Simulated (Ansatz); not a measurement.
**SiH₄O (singlet): RPA-PBE over a scan of the distance O1–H3 along a hydrogen transfer, cc-pVDZ**

How well do these functionals follow the top wave-function level for SiH₄O (singlet) over a scan of the distance O1–H3 along a hydrogen transfer?

Program: Ansatz 0.2.0, Gaussian basis. Level of theory: cc-pVDZ, all electrons in the functionals, frozen cores in the correlation of double hybrids and RPA. These are calculated values, not measurements.

Plan: RPA-PBE, at 0.892 Å; 0.960 Å; 1.009 Å; 1.059 Å; 1.109 Å; 1.159 Å; 1.208 Å; 1.258 Å; 1.308 Å.

7 further runs of the same task are left out: 2 for a mislabelled method, 5 that didn't finish.

## Step 1: The geometry

The geometry derives from fragments relaxed apart (PBE0/def2-TZVP) and kept rigid, so it is no stationary point. A hydrogen atom is moved between rigid fragments.

6 atoms, charge 0, spin multiplicity 1.

Atoms are counted from 1 here; the program's logs count them from 0.

Bond lengths: O1–H2 0.960 Å, O1–H3 0.960 Å, Si4–H5 1.526 Å, Si4–H6 1.526 Å. Angles: H2–O1–H3 105.1°, H5–Si4–H6 91.2°.

No dispersion term is added.

The geometry shown and the zero of energy belong to the point 0.960 Å. The yardstick, RCCSDT(Q), and other wave-function levels (R restricted, U unrestricted, valence and pair active spaces) come from earlier runs.

## Step 2: RPA-PBE, 0.892 Å

Input file in.yaml:

```yaml
crystal:
  periodic: [false, false, false]
  atoms:
    - {symbol: O, position_ang: [-1.758236, 0.017219, 0.000000]}
    - {symbol: H, position_ang: [-2.007546, 0.943795, 0.000000]}
    - {symbol: H, position_ang: [-0.866236, 0.017219, 0.000000]}
    - {symbol: Si, position_ang: [0.989764, 0.017219, 0.000000]}
    - {symbol: H, position_ang: [1.601944, -0.857065, 1.090012]}
    - {symbol: H, position_ang: [1.601944, -0.857065, -1.090012]}
basis:
  gaussian: {orbitals: cc-pVDZ}
magnetization: {spin_polarized: true, initial_magnetization: 0}
hamiltonian: {xc: {name: PBE}}
correlation: {method: rpa, electrons: outside_noble_gas}
```

On the command line:

```console
$ ansatz run in.yaml --threads 1 --pin off --events-out ev --progress --plain --max-ram 2393MiB
```

Standard output:

```text
Functional definition: PBE
  name "PBE"
  cite "Perdew, Burke & Ernzerhof, Phys. Rev. Lett. 77, 3865 (1996) doi:10.1103/PhysRevLett.77.3865"
  parent pbe
  parameter kappa = 0.804
  parameter beta = 0.06672455060314922
  exchange = pbe_x(kappa = kappa, mu = beta*pi^2/3)
  correlation = pbe_c(beta = beta)
485 factors; integrals over basis functions are off by at most 1.5e-3 eV
mean field evaluation 1: about -9974.4159 eV, gradient 3.9e1 eV
mean field evaluation 2: about -9974.4110 eV, gradient 3.9e1 eV
mean field evaluation 4: about -9978.2878 eV, gradient 1.6e1 eV
mean field evaluation 8: about -9980.1530 eV, gradient 7.9e-2 eV
mean field evaluation 16: about -9980.1516 eV, gradient 2.8e-5 eV
mean field evaluation 32: about -9980.1483 eV, gradient 1.5e-1 eV
mean field -9980.15162841 eV, -366.7638075542 hartree, gradient 1.9e-6 eV, S^2 0.000000; 2 other end points of the search recorded, 0 dependent functions left out
6 core orbitals not correlated: weight in the atoms' cores, before any rotation towards them, 1.000 or more for the frozen orbitals, at most 0.000 for the correlated occupied ones
reference -9959.13067849 eV, -365.9913018933 hartree; 7, 7 occupied and 39, 39 virtual orbitals, 485 factors
Total energy: -9973.10001247 eV, -366.5046654484 hartree
```

It took 2 s on 1 thread of Intel Xeon Platinum 8375C at 2.90GHz, shared host.

From the report: ⟨S²⟩ of the determinant 0.000 (pure singlet: 0.00).

## Step 3: RPA-PBE, 0.960 Å

Input file in.yaml:

```yaml
crystal:
  periodic: [false, false, false]
  atoms:
    - {symbol: O, position_ang: [-1.759651, 0.017219, 0.000000]}
    - {symbol: H, position_ang: [-2.008961, 0.943795, 0.000000]}
    - {symbol: H, position_ang: [-0.800122, 0.017219, 0.000000]}
    - {symbol: Si, position_ang: [0.988349, 0.017219, 0.000000]}
    - {symbol: H, position_ang: [1.600529, -0.857065, 1.090012]}
    - {symbol: H, position_ang: [1.600529, -0.857065, -1.090012]}
basis:
  gaussian: {orbitals: cc-pVDZ}
magnetization: {spin_polarized: true, initial_magnetization: 0}
hamiltonian: {xc: {name: PBE}}
correlation: {method: rpa, electrons: outside_noble_gas}
```

Same command.

Standard output, shortened:

```text
Functional definition: PBE
  name "PBE"
  cite "Perdew, Burke & Ernzerhof, Phys. Rev. Lett. 77, 3865 (1996) doi:10.1103/PhysRevLett.77.3865"
  parent pbe
[...]
487 factors; integrals over basis functions are off by at most 1.4e-3 eV
[...]
mean field -9980.34606581 eV, -366.7709529969 hartree, gradient 2.2e-6 eV, S^2 0.000000; 2 other end points of the search recorded, 0 dependent functions left out
6 core orbitals not correlated: weight in the atoms' cores, before any rotation towards them, 1.000 or more for the frozen orbitals, at most 0.000 for the correlated occupied ones
reference -9959.08281426 eV, -365.9895429154 hartree; 7, 7 occupied and 39, 39 virtual orbitals, 487 factors
Total energy: -9973.23226730 eV, -366.5095257237 hartree
```

It took 2.8 s on 1 thread of Intel Xeon Platinum 8375C at 2.90GHz, shared host.

From the report: ⟨S²⟩ of the determinant 0.000 (pure singlet: 0.00).

## Step 4: RPA-PBE, 1.009 Å

Input file in.yaml:

```yaml
crystal:
  periodic: [false, false, false]
  atoms:
    - {symbol: O, position_ang: [-1.760687, 0.017219, 0.000000]}
    - {symbol: H, position_ang: [-2.009997, 0.943795, 0.000000]}
    - {symbol: H, position_ang: [-0.751687, 0.017219, 0.000000]}
    - {symbol: Si, position_ang: [0.987313, 0.017219, 0.000000]}
    - {symbol: H, position_ang: [1.599493, -0.857065, 1.090012]}
    - {symbol: H, position_ang: [1.599493, -0.857065, -1.090012]}
basis:
  gaussian: {orbitals: cc-pVDZ}
magnetization: {spin_polarized: true, initial_magnetization: 0}
hamiltonian: {xc: {name: PBE}}
correlation: {method: rpa, electrons: outside_noble_gas}
```

Launched as before.

Standard output, shortened:

```text
Functional definition: PBE
  name "PBE"
  cite "Perdew, Burke & Ernzerhof, Phys. Rev. Lett. 77, 3865 (1996) doi:10.1103/PhysRevLett.77.3865"
  parent pbe
[...]
485 factors; integrals over basis functions are off by at most 1.4e-3 eV
[...]
mean field -9980.33632813 eV, -366.7705951440 hartree, gradient 3.3e-6 eV, S^2 0.000000; 3 other end points of the search recorded, 0 dependent functions left out
6 core orbitals not correlated: weight in the atoms' cores, before any rotation towards them, 1.000 or more for the frozen orbitals, at most 0.000 for the correlated occupied ones
reference -9958.88265878 eV, -365.9821873369 hartree; 7, 7 occupied and 39, 39 virtual orbitals, 485 factors
Total energy: -9973.17657356 eV, -366.5074790163 hartree
```

It took 3.6 s on 1 thread of Intel Xeon Platinum 8375C at 2.90GHz, shared host.

From the report: ⟨S²⟩ of the determinant 0.000 (pure singlet: 0.00).

From 0.960 Å: +5.4 kJ/mol.

## Step 5: RPA-PBE, 1.059 Å

Input file in.yaml:

```yaml
crystal:
  periodic: [false, false, false]
  atoms:
    - {symbol: O, position_ang: [-1.761735, 0.017219, 0.000000]}
    - {symbol: H, position_ang: [-2.011044, 0.943795, 0.000000]}
    - {symbol: H, position_ang: [-0.702735, 0.017219, 0.000000]}
    - {symbol: Si, position_ang: [0.986265, 0.017219, 0.000000]}
    - {symbol: H, position_ang: [1.598446, -0.857065, 1.090012]}
    - {symbol: H, position_ang: [1.598446, -0.857065, -1.090012]}
basis:
  gaussian: {orbitals: cc-pVDZ}
magnetization: {spin_polarized: true, initial_magnetization: 0}
hamiltonian: {xc: {name: PBE}}
correlation: {method: rpa, electrons: outside_noble_gas}
```

The command is unchanged.

Standard output, shortened:

```text
Functional definition: PBE
  name "PBE"
  cite "Perdew, Burke & Ernzerhof, Phys. Rev. Lett. 77, 3865 (1996) doi:10.1103/PhysRevLett.77.3865"
  parent pbe
[...]
485 factors; integrals over basis functions are off by at most 1.4e-3 eV
[...]
mean field -9980.24180217 eV, -366.7671213788 hartree, gradient 5.1e-6 eV, S^2 0.000000; 4 other end points of the search recorded, 0 dependent functions left out
6 core orbitals not correlated: weight in the atoms' cores, before any rotation towards them, 1.000 or more for the frozen orbitals, at most 0.000 for the correlated occupied ones
reference -9958.58843680 eV, -365.9713748788 hartree; 7, 7 occupied and 39, 39 virtual orbitals, 485 factors
Total energy: -9973.03946464 eV, -366.5024403564 hartree
```

Wall time 3.2 s (1 thread of Intel Xeon Platinum 8375C at 2.90GHz, shared host).

From the report: ⟨S²⟩ of the determinant 0.000 (pure singlet: 0.00).

From 0.960 Å: +18.6 kJ/mol.

## Step 6: RPA-PBE, 1.109 Å

Input file in.yaml:

```yaml
crystal:
  periodic: [false, false, false]
  atoms:
    - {symbol: O, position_ang: [-1.762782, 0.017219, 0.000000]}
    - {symbol: H, position_ang: [-2.012092, 0.943795, 0.000000]}
    - {symbol: H, position_ang: [-0.653782, 0.017219, 0.000000]}
    - {symbol: Si, position_ang: [0.985218, 0.017219, 0.000000]}
    - {symbol: H, position_ang: [1.597398, -0.857065, 1.090012]}
    - {symbol: H, position_ang: [1.597398, -0.857065, -1.090012]}
basis:
  gaussian: {orbitals: cc-pVDZ}
magnetization: {spin_polarized: true, initial_magnetization: 0}
hamiltonian: {xc: {name: PBE}}
correlation: {method: rpa, electrons: outside_noble_gas}
```

Same command.

Standard output, shortened:

```text
Functional definition: PBE
  name "PBE"
  cite "Perdew, Burke & Ernzerhof, Phys. Rev. Lett. 77, 3865 (1996) doi:10.1103/PhysRevLett.77.3865"
  parent pbe
[...]
485 factors; integrals over basis functions are off by at most 1.4e-3 eV
[...]
mean field -9980.08989652 eV, -366.7615389492 hartree, gradient 9.4e-7 eV, S^2 0.000000; 3 other end points of the search recorded, 0 dependent functions left out
6 core orbitals not correlated: weight in the atoms' cores, before any rotation towards them, 1.000 or more for the frozen orbitals, at most 0.000 for the correlated occupied ones
reference -9958.23390805 eV, -365.9583461875 hartree; 7, 7 occupied and 39, 39 virtual orbitals, 485 factors
Total energy: -9972.85268145 eV, -366.4955762011 hartree
```

It took 3.3 s on 1 thread of Intel Xeon Platinum 8375C at 2.90GHz, shared host.

From the report: ⟨S²⟩ of the determinant 0.000 (pure singlet: 0.00).

From 0.960 Å: +36.6 kJ/mol.

## Step 7: RPA-PBE, 1.159 Å

Input file in.yaml:

```yaml
crystal:
  periodic: [false, false, false]
  atoms:
    - {symbol: O, position_ang: [-1.763830, 0.017219, 0.000000]}
    - {symbol: H, position_ang: [-2.013139, 0.943795, 0.000000]}
    - {symbol: H, position_ang: [-0.604830, 0.017219, 0.000000]}
    - {symbol: Si, position_ang: [0.984170, 0.017219, 0.000000]}
    - {symbol: H, position_ang: [1.596351, -0.857065, 1.090012]}
    - {symbol: H, position_ang: [1.596351, -0.857065, -1.090012]}
basis:
  gaussian: {orbitals: cc-pVDZ}
magnetization: {spin_polarized: true, initial_magnetization: 0}
hamiltonian: {xc: {name: PBE}}
correlation: {method: rpa, electrons: outside_noble_gas}
```

The command is unchanged.

Standard output, shortened:

```text
Functional definition: PBE
  name "PBE"
  cite "Perdew, Burke & Ernzerhof, Phys. Rev. Lett. 77, 3865 (1996) doi:10.1103/PhysRevLett.77.3865"
  parent pbe
[...]
485 factors; integrals over basis functions are off by at most 1.4e-3 eV
[...]
mean field -9979.89874249 eV, -366.7545141683 hartree, gradient 2.9e-6 eV, S^2 0.000000; 6 other end points of the search recorded, 0 dependent functions left out
6 core orbitals not correlated: weight in the atoms' cores, before any rotation towards them, 1.000 or more for the frozen orbitals, at most 0.000 for the correlated occupied ones
reference -9957.84204121 eV, -365.9439453467 hartree; 7, 7 occupied and 39, 39 virtual orbitals, 485 factors
Total energy: -9972.63772732 eV, -366.4876767825 hartree
```

Run time: 6.5 s. Hardware: 1 thread of Intel Xeon Platinum 8375C at 2.90GHz, shared host.

From the report: ⟨S²⟩ of the determinant 0.000 (pure singlet: 0.00).

From 0.960 Å: +57.4 kJ/mol.

## Step 8: RPA-PBE, 1.208 Å

Input file in.yaml:

```yaml
crystal:
  periodic: [false, false, false]
  atoms:
    - {symbol: O, position_ang: [-1.764856, 0.017219, 0.000000]}
    - {symbol: H, position_ang: [-2.014166, 0.943795, 0.000000]}
    - {symbol: H, position_ang: [-0.556856, 0.017219, 0.000000]}
    - {symbol: Si, position_ang: [0.983144, 0.017219, 0.000000]}
    - {symbol: H, position_ang: [1.595324, -0.857065, 1.090012]}
    - {symbol: H, position_ang: [1.595324, -0.857065, -1.090012]}
basis:
  gaussian: {orbitals: cc-pVDZ}
magnetization: {spin_polarized: true, initial_magnetization: 0}
hamiltonian: {xc: {name: PBE}}
correlation: {method: rpa, electrons: outside_noble_gas}
```

The command is unchanged.

Standard output, shortened:

```text
Functional definition: PBE
  name "PBE"
  cite "Perdew, Burke & Ernzerhof, Phys. Rev. Lett. 77, 3865 (1996) doi:10.1103/PhysRevLett.77.3865"
  parent pbe
[...]
485 factors; integrals over basis functions are off by at most 1.4e-3 eV
[...]
mean field -9979.68375382 eV, -366.7466134802 hartree, gradient 1.1e-7 eV, S^2 0.044656; 11 other end points of the search recorded, 0 dependent functions left out
6 core orbitals not correlated: weight in the atoms' cores, before any rotation towards them, 1.000 or more for the frozen orbitals, at most 0.000 for the correlated occupied ones
reference -9957.49457314 eV, -365.9311761306 hartree; 7, 7 occupied and 39, 39 virtual orbitals, 485 factors
Total energy: -9972.39782042 eV, -366.4788603663 hartree
```

Run time: 12 s. Hardware: 1 thread of Intel Xeon Platinum 8375C at 2.90GHz, shared host.

From the report: ⟨S²⟩ of the determinant 0.045 (pure singlet: 0.00).

From 0.960 Å: +80.5 kJ/mol.

## Step 9: RPA-PBE, 1.258 Å

Input file in.yaml:

```yaml
crystal:
  periodic: [false, false, false]
  atoms:
    - {symbol: O, position_ang: [-1.765903, 0.017219, 0.000000]}
    - {symbol: H, position_ang: [-2.015213, 0.943795, 0.000000]}
    - {symbol: H, position_ang: [-0.507903, 0.017219, 0.000000]}
    - {symbol: Si, position_ang: [0.982097, 0.017219, 0.000000]}
    - {symbol: H, position_ang: [1.594277, -0.857065, 1.090012]}
    - {symbol: H, position_ang: [1.594277, -0.857065, -1.090012]}
basis:
  gaussian: {orbitals: cc-pVDZ}
magnetization: {spin_polarized: true, initial_magnetization: 0}
hamiltonian: {xc: {name: PBE}}
correlation: {method: rpa, electrons: outside_noble_gas}
```

Launched as before.

Standard output, shortened:

```text
Functional definition: PBE
  name "PBE"
  cite "Perdew, Burke & Ernzerhof, Phys. Rev. Lett. 77, 3865 (1996) doi:10.1103/PhysRevLett.77.3865"
  parent pbe
[...]
485 factors; integrals over basis functions are off by at most 1.4e-3 eV
[...]
mean field -9979.44723246 eV, -366.7379214806 hartree, gradient 2.3e-6 eV, S^2 0.178702; 10 other end points of the search recorded, 0 dependent functions left out
6 core orbitals not correlated: weight in the atoms' cores, before any rotation towards them, 1.000 or more for the frozen orbitals, at most 0.000 for the correlated occupied ones
reference -9957.28979427 eV, -365.9236506459 hartree; 7, 7 occupied and 39, 39 virtual orbitals, 485 factors
Total energy: -9972.12512458 eV, -366.4688389790 hartree
```

Run time: 8 s. Hardware: 1 thread of Intel Xeon Platinum 8375C at 2.90GHz, shared host.

From the report: ⟨S²⟩ of the determinant 0.179 (pure singlet: 0.00).

From 0.960 Å: +106.8 kJ/mol.

## Step 10: RPA-PBE, 1.308 Å

Input file in.yaml:

```yaml
crystal:
  periodic: [false, false, false]
  atoms:
    - {symbol: O, position_ang: [-1.766951, 0.017219, 0.000000]}
    - {symbol: H, position_ang: [-2.016260, 0.943795, 0.000000]}
    - {symbol: H, position_ang: [-0.458951, 0.017219, 0.000000]}
    - {symbol: Si, position_ang: [0.981049, 0.017219, 0.000000]}
    - {symbol: H, position_ang: [1.593230, -0.857065, 1.090012]}
    - {symbol: H, position_ang: [1.593230, -0.857065, -1.090012]}
basis:
  gaussian: {orbitals: cc-pVDZ}
magnetization: {spin_polarized: true, initial_magnetization: 0}
hamiltonian: {xc: {name: PBE}}
correlation: {method: rpa, electrons: outside_noble_gas}
```

The command is unchanged.

Standard output, shortened:

```text
Functional definition: PBE
  name "PBE"
  cite "Perdew, Burke & Ernzerhof, Phys. Rev. Lett. 77, 3865 (1996) doi:10.1103/PhysRevLett.77.3865"
  parent pbe
[...]
485 factors; integrals over basis functions are off by at most 1.4e-3 eV
[...]
mean field -9979.19601506 eV, -366.7286894116 hartree, gradient 8.8e-7 eV, S^2 0.307265; 12 other end points of the search recorded, 0 dependent functions left out
6 core orbitals not correlated: weight in the atoms' cores, before any rotation towards them, 1.000 or more for the frozen orbitals, at most 0.000 for the correlated occupied ones
reference -9957.14239565 eV, -365.9182338467 hartree; 7, 7 occupied and 39, 39 virtual orbitals, 485 factors
Total energy: -9971.85902823 eV, -366.4590601188 hartree
```

It took 8.5 s on 1 thread of Intel Xeon Platinum 8375C at 2.90GHz, shared host.

From the report: ⟨S²⟩ of the determinant 0.307 (pure singlet: 0.00).

From 0.960 Å: +132.5 kJ/mol.

## Step 11: The comparison

The yardstick is RCCSDT(Q), where the cluster series has nearly closed. It comes from earlier runs at the same points. Energies in kJ/mol, counted from 0.960 Å; blanks weren't run or aren't comparable.

| level | 0.892 Å | 0.960 Å | 1.009 Å | 1.059 Å | 1.109 Å | 1.159 Å | 1.208 Å | 1.258 Å | 1.308 Å |
| --- | --- | --- | --- | --- | --- | --- | --- | --- | --- |
| RCCSDT(Q) | 10.3 | 0.0 | 7.5 | 23.1 | 43.6 | 66.5 | 89.8 | 113.4 | 136.8 |
| RPA-PBE | 12.8 | 0.0 | 5.4 | 18.6 | 36.6 | 57.4 | 80.5 | 106.8 | 132.5 |

Largest miss and mean time a point (RCCSDT(Q) took 19 s a point; shared hosts):

| level | largest miss (kJ/mol) | where | time a point |
| --- | --- | --- | --- |
| RPA-PBE | -9.3 | 1.208 Å | 5.5 s |

## Step 12: Summary of results

| quantity | value |
| --- | --- |
| span of the RCCSDT(Q) curve | 136.8 kJ/mol |
| largest miss, RPA-PBE | -9.3 kJ/mol (1.208 Å) |

In words: RPA-PBE strays by up to 9.3 kJ/mol, at 1.208 Å. RPA-PBE clearly breaks the spin symmetry at some points (⟨S²⟩ up to 0.31 above the pure value), so energy there is bought with a mixed spin. Functionals and the yardstick converge differently with the basis, so part of each miss in cc-pVDZ is the basis.
